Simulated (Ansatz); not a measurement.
# CH4N2, SMILES N=CN: a rigid scan of one bond length

Program: the Python package of Ansatz (0.2.0).

The cells in order, each with its output:

**Cell 1**
```python
import ansatz as az
import numpy as np
```

**Cell 2**
```python
geometry_ang = [
    ("N", (-0.8775, -0.8677, -0.5594)),
    ("C", (-0.2093, 0.1753, -0.2219)),
    ("N", (0.9487, 0.0349, 0.3892)),
    ("H", (-1.7024, -0.4769, -1.0408)),
    ("H", (-0.4978, 1.2184, -0.4226)),
    ("H", (1.239, 0.7607, 1.0739)),
    ("H", (1.1605, -0.9128, 0.7359)),
]
ch4n2 = az.Crystal.molecule()
for symbol, xyz in geometry_ang:
    ch4n2 = ch4n2.atom(symbol, xyz)
```

**Cell 3**
```python
symbols = [site.symbol for site in ch4n2.cartesian_sites]
start = np.array([site.position_ang for site in ch4n2.cartesian_sites])
axis = (start[2] - start[1]) / np.linalg.norm(start[2] - start[1])
moving = [2, 5, 6]
lengths, energies = [1.159, 1.212, 1.264, 1.317, 1.37, 1.422, 1.475, 1.554], []
for length in lengths:
    xyz = start.copy()
    xyz[moving] += (length - np.linalg.norm(start[2] - start[1])) * axis
    point = az.Crystal.molecule()
    for symbol, place in zip(symbols, xyz):
        point = point.atom(symbol, place.tolist())
    calculation = (
        point.calculation()
        .basis(gaussian="def2-SVP")
        .functional("cam_b3lyp")
        .scf(lower_state_search="light")
    )
    data = calculation.run().report
    energies.append(data["free_energy_ev"])
    print(f"r = {length:6.3f} A  E = {energies[-1]:.5f} eV  <S^2> = {abs(data['mean_field']['state']['spin_squared']):.3f}")

# quartic fit about the minimum
fit = np.polynomial.Polynomial.fit(lengths, np.array(energies) - min(energies), 4).convert()
roots = [r.real for r in fit.deriv().roots() if abs(r.imag) < 1e-9 and fit.deriv(2)(r.real) > 0]
r_e = min(roots, key=lambda r: abs(r - lengths[int(np.argmin(energies))]))
print(f"minimum of the fit at {r_e:.4f} A, force constant {fit.deriv(2)(r_e):.2f} eV/A^2")
```
Output:
```text
r =  1.159 A  E = -4075.07185 eV  <S^2> = 0.000
r =  1.212 A  E = -4075.87279 eV  <S^2> = 0.000
r =  1.264 A  E = -4076.35174 eV  <S^2> = 0.000
r =  1.317 A  E = -4076.60528 eV  <S^2> = 0.000
r =  1.370 A  E = -4076.68215 eV  <S^2> = 0.000
r =  1.422 A  E = -4076.63072 eV  <S^2> = 0.000
r =  1.475 A  E = -4076.48405 eV  <S^2> = 0.000
r =  1.554 A  E = -4076.14576 eV  <S^2> = 0.000
minimum of the fit at 1.3716 A, force constant 45.16 eV/A^2
```

The settings weren't tested for convergence. The rest of the molecule is held rigid at a force-field or estimated start geometry, and the basis set is modest; single-reference methods fail as a bond breaks. The orbitals are restricted, so S² is zero by construction. Toward dissociation an unrestricted state can lie under the restricted one, by tenths of an eV for polar bonds under a functional and by 1 to 2 eV or more for others. Hardware and time: 9.9 s on 1 thread of Arm Neoverse V1, with other jobs on the host, peak memory 0.19 GiB.
